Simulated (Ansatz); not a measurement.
# Reading a saddle point

A first-order saddle point of Si2H7F, closed shell, PBE0-D4/def2-TZVP, with one imaginary mode of 1140i cm⁻¹:

```
10
angstrom
Si -0.9508 0.7042 -0.3045
Si 0.9260 -0.9900 0.1434
H -1.2460 -0.5238 -1.1293
H -2.1086 0.7833 0.6091
H -0.7696 1.7587 -1.3227
H 0.5195 0.6932 0.7108
F 0.0893 1.7777 0.9577
H 2.1390 -0.9395 1.0109
H 0.0548 -2.1021 0.5922
H 1.3463 -1.1619 -1.2677
```

Program: Ansatz 0.2.0. Basis: def2-TZVPP and def2-QZVPP. Cores are frozen in the correlated methods. Extrapolation: Hartree–Fock as exp(−7.88 √X), correlation as X^−2.97.

(1) Which contacts change along the imaginary mode, and what lies on either side? (A judgement: the text doesn't fix the answer.)

(2) Which side is lower, and how far does the saddle lie above each? (Judge from chemistry; the value comes from the calculation.)

No T1 diagnostic of these runs exceeds 0.015. The end structure is not quite a true minimum (one mode of 35i cm⁻¹).

Results:

(1) The calculation gives: The step is Si₂H₆ ([SiH3][SiH3]) + HF → SiH₃F ([F][SiH3]) + SiH₄, with the molecules in contact on both sides. Shortening one way: Si1–F7, Si2–H6; lengthening the same way: Si1–Si2, H6–F7.
```tsv
pair	one side (Å)	saddle (Å)	other side (Å)
Si1–F7	3.44	1.96	1.60
Si2–H6	2.78	1.82	1.48
Si1–Si2	2.34	2.57	4.30
H6–F7	0.93	1.19	3.03
```

(2) Computed: The side with Si1–F7, Si2–H6 short is lower by 1.244 eV; the saddle lies 2.991 eV above it and 1.747 eV above the other (CCSD(T) at an estimated basis limit (MP2 extrapolated from triple and quadruple zeta, plus CCSD(T) − MP2 in triple zeta); electronic energies).

Labels in which every atom is bracketed show which atoms are joined, not bond orders.

For scale, one of the runs: CCSD(T)/def2-TZVPP, 213 basis functions, launched by `ansatz run in.yaml --threads 4 --pin off --events-out ev --progress --plain --max-ram 9574MiB`. Time: 35 s of wall clock on 4 CPU threads of an Arm Neoverse V1; the host was shared. Peak host memory: 2.9 GiB.
